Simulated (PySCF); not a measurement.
Breaking a bond: LiF, singlet.

- RKS-PBE = restricted PBE/aug-cc-pVDZ in PySCF 2.14.0
- UKS-PBE = unrestricted PBE/aug-cc-pVDZ (PySCF)
- RKS-TPSSh = restricted TPSSh/aug-cc-pVDZ (PySCF)
- UCCSD(T) = CCSD(T) on UHF/aug-cc-pVDZ, 1 core orbital frozen run with PySCF 2.14.0

Energies relative to the lowest point of each curve near equilibrium, in mEh; the last columns give the difference from UCCSD(T):

```tsv
R / Å	RKS-PBE	UKS-PBE	RKS-TPSSh	UCCSD(T)	RKS-PBE − UCCSD(T)	UKS-PBE − UCCSD(T)	RKS-TPSSh − UCCSD(T)
1.24	65.7	65.7	63.6	66.1	-0.4	-0.4	-2.5
1.32	33.7	33.7	32.0	32.8	0.9	0.9	-0.8
1.39	16.5	16.5	15.2	15.2	1.3	1.3	0.1
1.48	4.4	4.4	3.7	3.4	1.0	1.0	0.4
1.53	1.3	1.3	0.9	0.6	0.6	0.6	0.3
1.56	0.4	0.4	0.1	0.0	0.4	0.4	0.1
1.60	0.0	0.0	0.0	0.1	-0.1	-0.1	-0.1
1.65	0.7	0.7	0.9	1.5	-0.8	-0.8	-0.5
1.72	3.2	3.2	3.8	5.1	-1.9	-1.9	-1.3
1.80	7.7	7.7	8.6	10.9	-3.2	-3.2	-2.3
1.96	19.5	19.5	21.0	24.6	-5.1	-5.1	-3.6
2.11	32.0	32.0	34.0	38.1	-6.1	-6.1	-4.2
2.34	51.2	51.2	53.9	58.6	-7.4	-7.4	-4.7
2.57	69.1	69.1	72.4	77.6	-8.5	-8.5	-5.2
2.80	85.0	85.0	88.9	94.6	-9.7	-9.7	-5.8
3.15	105.3	105.3	110.0	116.9	-11.6	-11.6	-6.9
3.43	118.4	118.2	123.8	131.9	-13.5	-13.7	-8.1
3.84	133.1	131.4	139.7	—	—	—	—
4.26	—	140.5	151.7	—	—	—	—
4.64	—	146.3	159.8	—	—	—	—
5.43	—	154.1	171.4	—	—	—	—
6.20	—	158.6	178.4	—	—	—	—
```

RKS-PBE is furthest from UCCSD(T) at 3.43 (-13.5 mEh, below); its mean absolute difference over the points is 4.3 mEh.

UKS-PBE is furthest from UCCSD(T) at 3.43 (-13.7 mEh, below); its mean absolute difference over the points is 4.3 mEh.

RKS-TPSSh is furthest from UCCSD(T) at 3.43 (-8.1 mEh, below); its mean absolute difference over the points is 2.8 mEh.

A dash means that the run gave no value there, or that the column was ended at a point which the program doubted or which failed a test of continuity chosen for this set; such a test can also cut sound points.

The restricted form behind RKS-PBE, RKS-TPSSh keeps the bonding electrons paired and can't separate into open-shell fragments. The unrestricted determinant behind UKS-PBE is spin-contaminated at 3.43 to 6.20 Å (<S²> up to 0.5, against 0.00 for a pure singlet). At the longest distance UKS-PBE, RKS-TPSSh leaves fractional charges on the fragments, a sign of delocalisation error or of the restricted form. The unrestricted determinant behind UCCSD(T) is spin-contaminated at 3.84 to 6.20 Å (<S²> up to 1.0, against 0.00 for a pure singlet).
